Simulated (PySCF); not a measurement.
**Worked example: HAsF, quartet against HAsF, doublet**

Geometry (PBE0/def2-TZVP stationary point of a doublet), kept for both states (HAsF, doublet: A''; HAsF, quartet: A''):

```xyz
3

F     0.0000    0.0357    1.3983
As    0.0000   -0.0292   -0.3476
H     0.0000    1.4974   -0.5163
```

Basis cc-pVDZ; PySCF 2.14.0. Only valence electrons are correlated (noble-gas cores and the filled d shells of p-block atoms frozen). Prefix R: restricted or restricted open-shell reference. No spin–orbit coupling is included, and no scalar relativity.

Full CI isn't at hand for all of this; RCCSDT serves as the reference. It lacks quadruple excitations, which often exceed the step from CCSD(T) to CCSDT.

| level | E(HAsF, doublet) (hartree) | E(HAsF, quartet) (hartree) |
| --- | --- | --- |
| RCCSD(T) | -2334.485394 | -2334.296835 |
| PBE | -2335.835154 | -2335.654602 |
| PBE0 | -2335.899260 | -2335.714762 |
| RCCSDT | -2334.485999 | -2334.297751 |

Task: Give the vertical gap, HAsF quartet less HAsF doublet, at each level in eV (1 hartree = 27.2114 eV), and each error against RCCSDT.

Result: RCCSDT: (-2334.297751 − (-2334.485999)) × 27.2114 = 5.122 eV (the reference)
PBE0: (-2335.714762 − (-2335.899260)) × 27.2114 = 5.020 eV, error -0.102 eV
PBE: (-2335.654602 − (-2335.835154)) × 27.2114 = 4.913 eV, error -0.209 eV
RCCSD(T): (-2334.296835 − (-2334.485394)) × 27.2114 = 5.131 eV, error 0.009 eV

Total energies of functionals can't be set beside those of wave-function methods, since they hold the core's correlation and their own absolute errors; only the differences compare.

In so small a basis the reference is far from its limit while semilocal and hybrid functionals are nearer theirs, so the functionals' errors here hold much of the reference's basis and frozen-core error, which can add to them or hide them.

Each level lands on the state that its own search finds. T1 diagnostics of restricted CCSD: 0.019 and 0.034.
